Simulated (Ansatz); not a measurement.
Two shapes of doublet CH₄(+).

Shape 1:

```xyz
5

C    -0.1277    0.0585   -0.0720
H     0.6539    0.7727   -0.4211
H    -0.3698   -0.7590   -0.8042
H    -0.8501    0.3486    0.7510
H     1.8275   -1.0095    1.3524
```

Shape 2:

```xyz
5

C    -0.2476    0.1450   -0.1571
H     0.5854    0.5999   -0.6444
H    -0.3709   -0.8668   -0.5235
H    -0.4173    0.4049    0.9167
H     2.8929   -1.8163    2.1435
```

Basis set: def2-SVP (spherical functions). Left uncorrelated: 1 orbital. Charge 1, multiplicity 2.

Computed with Ansatz (development build ahead of 0.2.0); each method stands on the lowest determinant of its kind that the runs found.

(1) Which shape is lower in energy, and by how much in each method?

Results:

(1)

```json
{"method": "UHF", "E(2) − E(1) (eV)": "0.409"}
{"method": "UHF-MP2", "E(2) − E(1) (eV)": "0.471"}
{"method": "PBE0 (unrestricted)", "E(2) − E(1) (eV)": "0.645"}
```

Shape 1 is lower. Caution for UHF-MP2: bonds are stretched, where a single reference can fail. Caution for PBE0 (unrestricted): charge can spread falsely over distant fragments.
